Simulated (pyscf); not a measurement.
H₃C–CH₂–F + H atom (H•) → methane (CH₄) + •H₂C–F, a substitution at C (doublet surface; C–C broken, C–H formed). Optimised with ωB97X-D3(BJ)/def2-SVP in PySCF. MP2 and CC: frozen core, UHF for open shells. ΔMP2 is the change of the MP2 total energy from the triple- to the quadruple-zeta basis. Energies in kcal/mol from the separated reactants.

Small-basis levels: PySCF, no dispersion term, spherical d functions. AM1 to PM7: differences of heats of formation from MOPAC, which are fitted to 298 K values and so differ in kind from electronic energies by zero-point and thermal terms. Open shells are spin-unrestricted. 

```csv
level,barrier,reaction energy
MP2/6-31G*,64.4,-2.8
PBE/6-31G*,40.6,-11.6
M06-2X/6-31G*,49.5,-10.3
B3LYP/6-311+G**,43.9,-17.6
AM1,29.1,-26.0
PM3,24.9,-25.9
PM7,36.5,-22.3
CCSD(T)/def2-TZVPP + ΔMP2(QZVPP),48.9,-13.4
```

Against the last row the barrier runs from -24.0 (PM3) to +15.5 kcal/mol (MP2/6-31G*). CCSD(T)/def2-TZVPP + ΔMP2(QZVPP) has limits of its own. The same reactants have a lower exit, to •H₂C–CH₃ + HF (barrier +29.6 kcal/mol at ωB97M-D3(BJ)/def2-TZVP, against +47.4 kcal/mol here). One saddle was located; it need not be the lowest between these sides. The angle at the attacked C is 84°: a side-on saddle, likely not the lowest. The CCSD(T) − MP2 part came from Ansatz, without density fitting, on the same reference.
